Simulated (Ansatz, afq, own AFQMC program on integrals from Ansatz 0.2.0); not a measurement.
AlNH₃, doublet: AFQMC among the cluster methods

```xyz
5

Al    0.0000    0.0000    0.6474
N     0.0000    0.0000   -1.2796
H     0.0000    1.4073    1.3673
H     0.0000   -1.4073    1.3673
H     0.0000    0.0000   -2.2844
```

Connectivity, by distances: AlH2–NH.

Basis cc-pVDZ. Only valence electrons are correlated. Ansatz 0.2.0 and our own AFQMC program on the same integrals; the CISD trial comes from CCSD amplitudes, and released means the phaseless constraint is let go. Free projection: walkers drawn from exp(T), propagated without any constraint. Its projection time is finite, and what remains of the start isn't in its error. Uncertainties: one standard error, sampling alone.

Determinant: UHF, the one that the program's search chose, which needn't be the lowest solution. The geometry is a point of a scan.

No full CI on the walks' own integrals is used here; CCSDT(Q) serves as the reference and is uncertain by about the last step of the cluster series.

- T1 diagnostic: 0.0204
- weight of the determinant in the CISD state: 0.891
- ⟨S²⟩ of the determinant: 0.769
- size of the correlated space: 11 electrons in 41 orbitals

Reference: CCSDT(Q), correlation energy -6.618 eV. The released energy is read at 2.40 1/Eh (meV from the phaseless value at times in 1/Eh: 15 ± 15 at 0.24, -6 ± 10 at 0.51, -20 ± 12 at 0.99, 0 ± 14 at 1.62, 22 ± 17 at 2.40).

| level | E − E(reference) (kJ/mol) | share of correlation (%) |
| --- | --- | --- |
| HF | 638.5 | 0.00 |
| MP2 | 104.1 | 83.69 |
| CCSD | 17.9 | 97.20 |
| CCSD(T) | 4.1 | 99.36 |
| CCSDT | 1.4 | 99.79 |
| ph-AFQMC/HF | 1.0 ± 5.5 | 99.84 |
| ph-AFQMC/CISD | 0.4 ± 1.0 | 99.94 |
| released AFQMC | 2.5 ± 1.6 | 99.62 |
| free AFQMC | -0.1 ± 1.2 | 100.02 |

Free projections are given only where their last times agree within the noise and don't stop above the reference; a slow remainder of the start can still hide under it. A walk keeps the symmetry of its determinant, which the program's search chose and which needn't be the lowest solution, so a lower state of the same spin and another symmetry isn't excluded. Released energies are given only where the last usable release times agree within the noise; a slower fall can still hide under it.
